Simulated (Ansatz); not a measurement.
fcc Cu was calculated with LDA (plane waves, PAW; Ansatz, a first-principles code).

Numerical settings: plane-wave cutoff 520 eV, 18×18×18 k mesh, Fermi–Dirac smearing 0.1 eV, perturbation theory, force constants from a 6×6×6 q mesh, no spin polarisation, scalar-relativistic PAW data made under PBE.

Problem. Give the computed zero-point energy.

Solution. 
zero-point energy: 0.034 eV/atom

The result took around 15 core-minutes (rough).
